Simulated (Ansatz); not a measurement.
## Which is lower?

The two ends of one reaction step of CH₇OSi, doublet (PBE0-D4/def2-TZVP).

A:

```
10
angstrom
H 0.5938 0.4964 -1.4869
C 0.4473 -0.5458 -1.1791
O -0.4122 -0.6396 -0.0677
Si -0.0618 0.0565 1.3777
H -2.0999 1.9210 -1.1150
H -0.0059 -1.0903 -2.0091
H 1.4280 -0.9881 -0.9679
H 0.1085 1.5299 1.2313
H 1.2023 -0.4965 1.9413
H -1.2002 -0.2435 2.2754
```

B:

H1  (-0.930, 1.513, -1.692)
C2  (0.583, -0.835, -1.016)
O3  (-0.278, -0.892, 0.023)
Si4  (-0.020, -0.133, 1.474)
H5  (-1.394, 2.098, -1.737)
H6  (0.260, -1.343, -1.914)
H7  (1.632, -0.635, -0.822)
H8  (-0.088, 1.341, 1.311)
H9  (1.324, -0.500, 1.997)
H10  (-1.089, -0.614, 2.375)
(Å)

Ansatz 0.2.0; basis: def2-TZVPP; cores frozen in the correlated methods; orbitals are unrestricted. B3LYP uses VWN-RPA correlation.

**Question.** Which structure is lower at CCSD(T), and by how much? (Judge from chemistry; the value comes from the calculation.)

**Answer.** The calculation gives: B, by 5.30 kcal/mol (electronic energy, against the other). By their contacts, A is a complex of CH₆OSi ([CH3][O][SiH3]) + H and B is a complex of CH₅OSi ([CH2][O][SiH3]) + H₂.

All methods give the same order:

```csv
method,E(B) − E(A) (kcal/mol)
SPW92,-3.44
PBE-D4,-5.50
BLYP-D4,-9.48
r2SCAN-D4,-8.42
B97M-V,-5.40
PBE0-D4,-4.62
B3LYP-D4,-8.47
r2SCAN0-D4,-7.85
BHLYP-D4,-7.35
CAM-B3LYP-D4,-7.13
wB97X-V,-5.14
wB97M-V,-5.70
B2PLYP,-6.41
PBE-QIDH,-3.14
RPA on PBE,-5.99
HF,-3.26
MP2,-0.93
CCSD,-5.76
CCSD(T),-5.30
```

The T1 diagnostic stays at or below 0.015. ⟨S²⟩ of the unrestricted Hartree–Fock references: 0.75 to 0.76 (a pure state has 0.75).

Labels in which every atom is bracketed show which atoms are joined, not bond orders.

For scale, one of the runs: CCSD(T)/def2-TZVPP, 202 basis functions, launched by `ansatz run in.yaml --threads 4 --pin off --events-out ev --progress --plain --max-ram 9574MiB`. Time: 2.2 min of wall clock on 4 CPU threads of an Arm Neoverse V1; the host was shared. Peak host memory: 6.5 GiB.
